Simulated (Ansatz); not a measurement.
SiH2 (SMILES [SiH2]) moved off its minimum; all values from Ansatz (a first-principles code), cores frozen in correlated methods.
(charge 0, multiplicity 1)
```xyz
3

Si     0.08678    -0.00614     0.19630
H     -0.19977    -1.08047    -0.91867
H     -0.17658     1.07954    -0.87876
```

```tsv
level	largest force (eV/Å)	on atom	rms difference from CCSD(T)/aug-cc-pV(T+d)Z (eV/Å)	dipole (D)
HF/def2-TZVPP	1.52	Si1	0.170	0.07
PBE/def2-TZVPP	0.65	Si1	0.205	0.06
r2SCAN/def2-TZVPP	0.94	Si1	0.070	0.04
B3LYP/def2-TZVPP	1.01	Si1	0.041	0.16
wB97M-V/def2-TZVPP	1.13	Si1	0.036	0.24
MP2/aug-cc-pV(T+d)Z	1.30	Si1	0.088	0.10
CCSD(T)/aug-cc-pV(T+d)Z	1.11	Si1	0.000	0.12
```

The differences count from one level among others, with limits of its own. Forces at CCSD(T)/aug-cc-pV(T+d)Z (eV/Å):

| atom | Fx | Fy | Fz |
|---|---|---|---|
| Si1 | -0.268 | -0.195 | -1.061 |
| H2 | 0.162 | 0.332 | 0.636 |
| H3 | 0.106 | -0.137 | 0.424 |

Doubts at one or more of the structures used: a restricted determinant that unrestricted orbitals would lower (MP2/aug-cc-pV(T+d)Z, CCSD(T)/aug-cc-pV(T+d)Z).
